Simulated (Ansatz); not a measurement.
The cation of AlBH4O, SMILES `O[BH][AlH2]` at the neutral geometry.

```yaml
crystal:
  periodic: [false, false, false]
  atoms:
    - {symbol: O, position_ang: [-1.409192, -0.698769, -0.711813]}
    - {symbol: B, position_ang: [-0.371868, 0.174097, -0.635478]}
    - {symbol: Al, position_ang: [0.997630, 0.029291, 1.011994]}
    - {symbol: H, position_ang: [-1.973427, -0.564400, -1.479691]}
    - {symbol: H, position_ang: [-0.274880, 1.000488, -1.516933]}
    - {symbol: H, position_ang: [0.769137, 0.844329, 2.364297]}
    - {symbol: H, position_ang: [2.323799, -0.853035, 0.921925]}
basis:
  gaussian: {orbitals: def2-TZVPP}
total_charge: 1
magnetization: {spin_polarized: true, initial_magnetization: 1}
correlation: {method: ccsd_t}
scf: {omitted_lower_state_checks: [cluster_reference]}
```

```sh
$ ansatz run in.yaml --threads 2 --pin off --events-out ev --progress --plain --max-ram 4352MiB
```

Shortened log:

```
Functional definition: HF
  name "HF"
  cite "Fock, Z. Phys. 61, 126 (1930) doi:10.1007/BF01340294"
  parent pbe
  exchange = exact_x
  correlation = 0
these checks for a lower state are left out or cut short: cluster_reference
957 factors; integrals over basis functions are off by at most 9.5e-4 eV
mean field evaluation 1: about -9341.2249 eV, gradient 4.2e1 eV
mean field evaluation 2: about -9341.2265 eV, gradient 4.2e1 eV
mean field evaluation 4: about -9347.8191 eV, gradient 3.3e0 eV
mean field evaluation 8: about -9347.9589 eV, gradient 2.2e-1 eV
mean field evaluation 32: about -9347.9445 eV, gradient 1.2e0 eV
mean field -9347.96103237 eV, -343.5312316640 hartree, gradient 6.3e-6 eV, S^2 0.767454; 3 other end points of the search recorded, 0 dependent functions left out
7 core orbitals not correlated: weight in the atoms' cores, before any rotation towards them, 1.000 or more for the frozen orbitals, at most 0.000 for the correlated occupied ones
reference -9347.96103237 eV, -343.5312316640 hartree; 8, 7 occupied and 145, 146 virtual orbitals, 957 factors
second order -10.72137504 eV of doubles, -0.00000000 eV of singles
cycle   1  -11.07591024 eV  change   -3.5e-1 eV  update   9.8e-2
cycle   2  -11.44937364 eV  change   -3.7e-1 eV  update   3.6e-2
cycle   3  -11.58467669 eV  change   -1.4e-1 eV  update   2.5e-2
cycle   4  -11.57521567 eV  change    9.5e-3 eV  update   8.9e-3
cycle   5  -11.57535156 eV  change   -1.4e-4 eV  update   4.9e-3
cycle   6  -11.57780656 eV  change   -2.5e-3 eV  update   2.1e-3
cycle   7  -11.57751168 eV  change    2.9e-4 eV  update   1.2e-3
cycle   8  -11.57781124 eV  change   -3.0e-4 eV  update   4.7e-4
cycle   9  -11.57797860 eV  change   -1.7e-4 eV  update   2.2e-4
cycle  10  -11.57783275 eV  change    1.5e-4 eV  update   1.2e-4
cycle  11  -11.57790901 eV  change   -7.6e-5 eV  update   6.5e-5
cycle  12  -11.57789359 eV  change    1.5e-5 eV  update   2.8e-5
cycle  13  -11.57791286 eV  change   -1.9e-5 eV  update   1.1e-5
cycle  14  -11.57791774 eV  change   -4.9e-6 eV  update   4.6e-6
perturbative correction -0.41342114 eV, -0.0151929468 hartree
Total energy: -9359.95237126 eV, -343.9719052401 hartree
Checks for a lower state left out: cluster_reference
```

Run time 17 s (2 threads of an AMD EPYC 9R45 on a shared host); peak host memory 2.7 GiB.
